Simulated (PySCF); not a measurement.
**Basis-set dependence of population analyses: `C/C=C(/F)C#N`**

C4H4FN.
Numbering: `[CH3:1]/[CH:2]=[C:3](/[F:4])[C:5]#[N:6]` (hydrogens: H7, H8, H9 on C1; H10 on C2)

PBE0 throughout (PySCF), one geometry, spherical d and f functions. Isolated species at its PBE0-D3(BJ)/def2-SVP geometry, gas phase. Atoms taken as equivalent share a column and are averaged. The first 7 of 8 kinds of atom are listed.

Mulliken charges (e):

| basis | functions | C1 | C2 | C3 | F4 | C5 | N6 | H7/H8/H9 |
| --- | --- | --- | --- | --- | --- | --- | --- | --- |
| STO-3G | 34 | -0.240 | -0.083 | +0.095 | -0.051 | +0.061 | -0.173 | +0.098 |
| 6-31G | 62 | -0.553 | -0.130 | +0.364 | -0.295 | +0.067 | -0.264 | +0.203 |
| pcSseg-0 | 62 | -0.669 | -0.243 | +0.431 | -0.330 | +0.085 | -0.337 | +0.267 |
| 6-31G* | 92 | -0.585 | -0.193 | +0.422 | -0.296 | +0.166 | -0.350 | +0.210 |
| def2-SVP | 104 | +0.009 | -0.166 | +0.187 | -0.188 | -0.116 | -0.005 | +0.072 |
| cc-pVDZ | 104 | -0.037 | -0.102 | +0.174 | -0.148 | -0.042 | -0.121 | +0.076 |
| pcSseg-1 | 122 | -0.219 | -0.223 | +0.302 | -0.254 | +0.035 | -0.230 | +0.148 |
| aug-cc-pVDZ | 174 | +0.220 | +0.489 | +1.009 | -0.538 | -0.168 | -0.303 | -0.052 |
| 6-311+G(2d,p) | 186 | -0.673 | +0.172 | +0.127 | -0.274 | +0.284 | -0.285 | +0.170 |
| def2-TZVP | 210 | -0.341 | -0.156 | +0.324 | -0.167 | -0.252 | -0.001 | +0.147 |
| cc-pVTZ | 236 | -0.258 | -0.174 | +0.239 | -0.141 | -0.089 | -0.068 | +0.115 |
| IGLO-III | 250 | -0.362 | -0.081 | +0.365 | -0.231 | +0.056 | -0.283 | +0.136 |

IAO charges (e):

```csv
basis,functions,C1,C2,C3,F4,C5,N6,H7/H8/H9
STO-3G,34,-0.398,-0.148,+0.103,-0.066,+0.049,-0.136,+0.149
6-31G,62,-0.440,-0.135,+0.215,-0.235,+0.105,-0.196,+0.169
pcSseg-0,62,-0.435,-0.144,+0.209,-0.222,+0.104,-0.193,+0.168
6-31G*,92,-0.420,-0.138,+0.239,-0.242,+0.112,-0.206,+0.162
def2-SVP,104,-0.411,-0.135,+0.235,-0.243,+0.105,-0.196,+0.159
cc-pVDZ,104,-0.420,-0.140,+0.237,-0.243,+0.106,-0.199,+0.162
pcSseg-1,122,-0.419,-0.138,+0.237,-0.249,+0.113,-0.206,+0.163
aug-cc-pVDZ,174,-0.428,-0.136,+0.239,-0.257,+0.119,-0.212,+0.166
"6-311+G(2d,p)",186,-0.431,-0.136,+0.238,-0.257,+0.121,-0.213,+0.167
def2-TZVP,210,-0.431,-0.138,+0.243,-0.257,+0.119,-0.212,+0.167
cc-pVTZ,236,-0.432,-0.140,+0.243,-0.254,+0.117,-0.210,+0.167
IGLO-III,250,-0.432,-0.137,+0.241,-0.258,+0.120,-0.214,+0.167
```

Hirshfeld charges (e):

| basis | functions | C1 | C2 | C3 | F4 | C5 | N6 | H7/H8/H9 |
| --- | --- | --- | --- | --- | --- | --- | --- | --- |
| STO-3G | 34 | -0.027 | -0.036 | +0.083 | -0.011 | +0.029 | -0.154 | +0.027 |
| 6-31G | 62 | -0.087 | -0.025 | +0.091 | -0.077 | +0.061 | -0.183 | +0.052 |
| pcSseg-0 | 62 | -0.092 | -0.025 | +0.093 | -0.069 | +0.060 | -0.177 | +0.050 |
| 6-31G* | 92 | -0.088 | -0.028 | +0.091 | -0.066 | +0.069 | -0.196 | +0.051 |
| def2-SVP | 104 | -0.102 | -0.029 | +0.089 | -0.065 | +0.069 | -0.188 | +0.054 |
| cc-pVDZ | 104 | -0.098 | -0.030 | +0.085 | -0.056 | +0.062 | -0.183 | +0.053 |
| pcSseg-1 | 122 | -0.103 | -0.028 | +0.090 | -0.068 | +0.071 | -0.190 | +0.055 |
| aug-cc-pVDZ | 174 | -0.110 | -0.031 | +0.088 | -0.070 | +0.070 | -0.194 | +0.059 |
| 6-311+G(2d,p) | 186 | -0.101 | -0.029 | +0.086 | -0.072 | +0.069 | -0.196 | +0.058 |
| def2-TZVP | 210 | -0.106 | -0.029 | +0.088 | -0.070 | +0.071 | -0.195 | +0.058 |
| cc-pVTZ | 236 | -0.107 | -0.030 | +0.089 | -0.066 | +0.070 | -0.194 | +0.057 |
| IGLO-III | 250 | -0.110 | -0.030 | +0.088 | -0.071 | +0.070 | -0.195 | +0.059 |

Some averages cover members that differ in this geometry, most widely: H7/H8/H9, Mulliken in aug-cc-pVDZ -0.150 to 0.000 e.

Q: Which scheme is steadiest as the basis changes?

A: Largest range over the bases for any column: Hirshfeld 0.08 e, IAO 0.19 e, Mulliken 0.91 e. Hirshfeld charges move least and Mulliken charges most, counted in e. Without the minimal STO-3G basis the ranges are Hirshfeld 0.02, IAO 0.04, Mulliken 0.89 e.

Q: How much do the charges still move between the two largest bases, cc-pVTZ and IGLO-III?

A: At most, over all atoms: Mulliken 0.215 e, IAO 0.003 e, Hirshfeld 0.005 e.

Q: What do the same runs give for the total energy, the frontier levels and the dipole moment?

A: 
| basis | energy (Eh) | HOMO (eV) | LUMO (eV) | μ (D) |
| --- | --- | --- | --- | --- |
| STO-3G | -305.0074 | -5.31 | 1.56 | 2.82 |
| 6-31G | -308.9481 | -7.77 | -1.23 | 3.86 |
| pcSseg-0 | -308.3265 | -8.07 | -1.55 | 3.90 |
| 6-31G* | -309.0268 | -7.65 | -1.16 | 3.71 |
| def2-SVP | -308.8022 | -7.84 | -1.38 | 3.71 |
| cc-pVDZ | -309.0530 | -7.74 | -1.27 | 3.64 |
| pcSseg-1 | -309.0018 | -7.96 | -1.51 | 3.87 |
| aug-cc-pVDZ | -309.0720 | -7.93 | -1.54 | 3.96 |
| 6-311+G(2d,p) | -309.1261 | -7.97 | -1.57 | 4.00 |
| def2-TZVP | -309.1544 | -7.93 | -1.51 | 3.91 |
| cc-pVTZ | -309.1425 | -7.89 | -1.46 | 3.84 |
| IGLO-III | -309.1591 | -7.95 | -1.56 | 3.96 |

The dipole is fixed by the density alone, so its range of 1.18 D shows that the density itself changes with the basis, not only its division among atoms.
